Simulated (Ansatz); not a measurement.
Zinc-blende MgS (metastable phase), treated with rVV10 (Ansatz, a program for electronic structure, PAW).

Numerical settings: plane-wave cutoff 520 eV, 10×10×10 k mesh, Fermi–Dirac smearing 0.01 eV, scalar-relativistic PAW data made under PBE.

The direct gap at Γ against volume; x = 100 ln(V/22.955 Å³). One gap is withheld.

```csv
V (Å³/atom),x,gap (eV)
21.577,-6.19,3.570
22.036,-4.09,3.455
22.495,-2.02,3.344
22.955,0.00,3.238
23.414,1.98,3.136
23.873,3.92,3.037
24.332,5.83,?
```

### Question
Fit a straight line to the rows shown, give the volume deformation potential and predict the withheld gap.

### Answer
Means of the 6 rows: x̄ = -1.067, ȳ = 3.2967 eV. Σ(x − x̄)(y − ȳ) = -3.7711 and Σ(x − x̄)² = 71.585, so the slope is -0.0527 eV per unit of x, and dE_g/d ln V = -5.3 eV. At x = 5.83: 3.2967 + (-0.0527) × (5.83 − (-1.067)) = 2.933 eV. The run gives 2.942 eV, 0.009 eV above the line, as the curve bends the same way over all rows.

Measured, for comparison: band gap 4.78 ± 0.1 eV (temperature not stated, extrapolated in composition from an alloy gap of 4.19 eV, direct; extrapolated from a Zn0.2Mg0.8S0.645Se0.355 epilayer; as tabulated in Lucero et al. (2012), arXiv:1111.4515). Computed (rounded) less measured: band gap -1.54 eV.
